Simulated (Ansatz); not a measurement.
Reaction: H3BS2O (borodithioic acid, SMILES OB(S)S) → H2BSO (SMILES O[B]S, doublet) + HS (SMILES [SH], doublet) (the B-S bond breaks)
Each species at its own B3LYP-D3(BJ)/def2-TZVP minimum (Ansatz, a program for electronic structure), one conformer.

Total energies in hartree (Ansatz). UHF or UKS for unpaired electrons; spin-orbit terms are left out. Correlated methods leave the cores frozen. No relativity.

| species | HF/cc-pV(T+d)Z | CCSD(T)/cc-pV(T+d)Z | HF/cc-pV(Q+d)Z | CCSD(T)/cc-pV(Q+d)Z | CCSD(T)/cc-pV(D+d)Z | CCSDT(Q)/cc-pV(D+d)Z |
|---|---|---|---|---|---|---|
| 1: H3BS2O (borodithioic acid, SMILES OB(S)S) | -896.54806 | -897.31293 | -896.56262 | -897.38088 | -897.08696 | -897.08951 |
| 2: H2BSO (SMILES O[B]S, doublet) | -498.32400 | -498.86262 | -498.33548 | -498.91157 | -498.70023 | -498.70227 |
| 3: HS (SMILES [SH], doublet) | -398.10608 | -398.28901 | -398.10985 | -398.30558 | -398.22993 | -398.23055 |

### Question
Work out the bond dissociation energy (electronic) in kcal/mol: take Hartree-Fock from cc-pV(Q+d)Z, extrapolate the CCSD(T) correlation energy as X^-3 (X = 3, 4), and add CCSDT(Q) - CCSD(T) in cc-pV(D+d)Z. 1 hartree = 627.51 kcal/mol.

### Answer

Species 1: correlation (64·(-0.81826) - 27·(-0.76487))/37 = -0.85722; step -0.00255; E1 = -896.56262 + (-0.85722) + (-0.00255) = -897.42239
Species 2: correlation (64·(-0.57609) - 27·(-0.53862))/37 = -0.60343; step -0.00204; E2 = -498.33548 + (-0.60343) + (-0.00204) = -498.94095
Species 3: correlation (64·(-0.19573) - 27·(-0.18293))/37 = -0.20507; step -0.00062; E3 = -398.10985 + (-0.20507) + (-0.00062) = -398.31554
-1·E1 +1·E2 +1·E3 = 0.16590 hartree = 104.1 kcal/mol.
